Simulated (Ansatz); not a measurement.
Species: CH$_{2}$Cl$_{2}$, charge 1, doublet. CH2Cl2+ (parent SMILES C(Cl)Cl, doublet).
B3LYP-D3(BJ)/def2-TZVP minimum from Ansatz (a first-principles code):
```
C
H 1 1.1111
H 1 1.1111 2 103.24
Cl 1 1.7240 2 108.34 3 114.74
Cl 1 1.7240 2 108.34 3 -114.74
```
Charge +1, spin multiplicity 2.

Total energies in cc-pV(D+d)Z, 19 correlated electrons, 11 frozen orbitals. UHF or UKS for unpaired electrons; spin-orbit terms are left out. Cores are frozen in correlated methods. No relativity. The determinant of CH2Cl2+ (parent SMILES ClCCl, doublet) is a saddle point of the SCF energy; a lower one exists, which strains HF and MP2. The spin of CH2Cl2+ (parent SMILES ClCCl, doublet) was assumed, and the state is the lowest solution found for it.

```
method    program  energy (Eh)  minus CCSDT(Q) (mEh)
--------  -------  -----------  --------------------
HF         Ansatz   -957.62065                482.31
MP2        Ansatz   -958.05026                 52.69
CCSD       Ansatz   -958.08310                 19.85
CCSD(T)    Ansatz   -958.10022                  2.73
CCSDT(Q)   Ansatz   -958.10295                  0.00
```

Rough core times of Ansatz's runs on a shared machine: CCSD(T) 2 min, CCSDT(Q) 20 min.
